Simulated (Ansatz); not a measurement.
**CHSi−: one structure at several levels**

Aim: energy, forces and dipole at a structure displaced at random from a GFN2-xTB minimum, from CCSD(T) and from density functionals.

Computed with Ansatz 0.2.0, Gaussian basis. Level: single points in def2-TZVPPD.

Cores are frozen in the correlated methods.

## Step 1: The system as given

SMILES `C#[Si-]`, 3 atoms, charge -1, spin multiplicity 1.

Atoms are counted from 1 here; the program's logs count them from 0.

Bond lengths: C1–Si2 1.841 Å, C1–H3 1.031 Å. Angles: Si2–C1–H3 169.3°.

As a file:

```
C    -0.2022    0.0362   -0.1584
Si    1.2896   -0.7575    0.5725
H    -1.1321    0.3918   -0.4249
```

## Step 2: CCSD(T)/def2-TZVPPD

File run/in.yaml:

```yaml
crystal:
  periodic: [false, false, false]
  atoms:
    - {symbol: C, position_ang: [-0.202200, 0.036200, -0.158400]}
    - {symbol: Si, position_ang: [1.289600, -0.757500, 0.572500]}
    - {symbol: H, position_ang: [-1.132100, 0.391800, -0.424900]}
basis:
  gaussian: {orbitals: "def2-TZVPPD.json"}
total_charge: -1
correlation: {method: ccsd_t}
output: {forces: true}
```

The basis file named in the input lies beside it (Basis Set Exchange, JSON).

No record of the launch command was kept for these runs.

## Step 3: PBE0-D4/def2-TZVPPD

run/in.yaml, as its differences from that of step 2:

```diff
@@ -9,3 +9,3 @@
 total_charge: -1
-correlation: {method: ccsd_t}
-output: {forces: true}
+hamiltonian: {xc: pbe0, dispersion: d4}
+output: {forces: true, orbitals: {seedname: orbitals}}
```

## Step 4: wB97M-V/def2-TZVPPD

run/in.yaml, as its differences from that of step 3:

```diff
@@ -9,3 +9,3 @@
 total_charge: -1
-hamiltonian: {xc: pbe0, dispersion: d4}
-output: {forces: true, orbitals: {seedname: orbitals}}
+hamiltonian: {xc: {name: wB97M-V}}
+output: {forces: true}
```

## Step 5: r2SCAN-D4/def2-TZVPPD

run/in.yaml, as its differences from that of step 4:

```diff
@@ -9,3 +9,3 @@
 total_charge: -1
-hamiltonian: {xc: {name: wB97M-V}}
+hamiltonian: {xc: r2scan, dispersion: d4}
 output: {forces: true}
```

## Step 6: PBE-D4/def2-TZVPPD

run/in.yaml, as its differences from that of step 5:

```diff
@@ -9,3 +9,3 @@
 total_charge: -1
-hamiltonian: {xc: r2scan, dispersion: d4}
+hamiltonian: {xc: pbe, dispersion: d4}
 output: {forces: true}
```

## Step 7: BLYP-D4/def2-TZVPPD

run/in.yaml, as its differences from that of step 6:

```diff
@@ -9,3 +9,3 @@
 total_charge: -1
-hamiltonian: {xc: pbe, dispersion: d4}
+hamiltonian: {xc: {name: BLYP}, dispersion: d4}
 output: {forces: true}
```

## Step 8: SPW92/def2-TZVPPD

run/in.yaml, as its differences from that of step 7:

```diff
@@ -9,3 +9,3 @@
 total_charge: -1
-hamiltonian: {xc: {name: BLYP}, dispersion: d4}
+hamiltonian: {xc: lda}
 output: {forces: true}
```

(Steps that only read results are left out.)

Before running it: what results should come out? Wanted: RMS force component; RMS force error; HOMO and LUMO, PBE0-D4; T1 diagnostic.

As calculated:

```
              quantity                                                                                         value
   RMS force component                                                          2.806 to 3.392 eV/Å over the methods
       RMS force error  PBE0-D4 0.472, wB97M-V 0.633, r2SCAN-D4 0.342, PBE-D4 0.193, BLYP-D4 0.074, SPW92 0.385 eV/Å
HOMO and LUMO, PBE0-D4                                                                             -0.07 and 4.23 eV
         T1 diagnostic                                                                                         0.025
```

In words: For forces BLYP-D4 does best and wB97M-V worst. Frozen-core CCSD(T) forces in triple zeta carry basis errors of their own, and this is one geometry, so small gaps rank nothing. The restricted Hartree–Fock reference is unstable towards an unrestricted one at one or more of these structures.
